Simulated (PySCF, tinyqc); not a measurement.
CCD on RHF in the sto-3g basis, frozen core, for HF, spin multiplicity 1, step by step. The lowest restricted solution is unstable here: a spin-polarised one lies 0.0030 hartree lower (PySCF). One step of it, computed by the program tinyqc.

Problem. CCD: starting amplitudes. t_ij^ab = <ij||ab> / (e_i + e_j - e_a - e_b), whose energy is MP2.

orbital energies (hartree): MO1 -25.927262, MO2 -1.412993, MO3 -0.479748, MO4 -0.463524, MO5 -0.463524, MO6 0.352073

Two-electron integrals over orbitals (pq|rs), unique and non-zero (hartree); the lowest 1 orbital is frozen and left out:
```
(22|22) 0.873261    (32|22) -0.045385   (32|32) 0.134211    (33|22) 0.689995
(33|32) -0.013935   (33|33) 0.674331    (42|42) 0.189528    (43|42) -0.027476
(43|43) 0.035126    (44|22) 0.895438    (44|32) -0.065154   (44|33) 0.676435
(44|44) 0.997514    (52|52) 0.189528    (53|52) -0.027476   (53|53) 0.035126
(54|54) 0.053770    (55|22) 0.895438    (55|32) -0.065154   (55|33) 0.676435
(55|44) 0.889973    (55|55) 0.997514    (62|22) -0.083955   (62|32) -0.077260
(62|33) -0.021911   (62|44) -0.083152   (62|55) -0.083152   (62|62) 0.091448
(63|22) -0.238684   (63|32) 0.079352    (63|33) -0.092793   (63|44) -0.247351
(63|55) -0.247351   (63|62) 0.035942    (63|63) 0.233092    (64|42) -0.027942
(64|43) -0.022387   (64|64) 0.029001    (65|52) -0.027942   (65|53) -0.022387
(65|65) 0.029001    (66|22) 0.638042    (66|32) 0.045146    (66|33) 0.646960
(66|44) 0.622589    (66|55) 0.622589    (66|62) -0.053046   (66|63) -0.026335
(66|66) 0.673105
```

Give: Starting amplitudes; correlation energy.

Solution.

Starting amplitudes (spin orbitals 1a, 1b, ...; amplitudes related by a flip of all spins are not repeated):
```
from      to        t
3a 3b  6a 6b  -0.1401
2a 2b  6a 6b  -0.0259
5a 5b  6a 6b  -0.0178
4a 4b  6a 6b  -0.0178
2a 3b  6a 6b  -0.0138
```

correlation energy = -0.037054 hartree
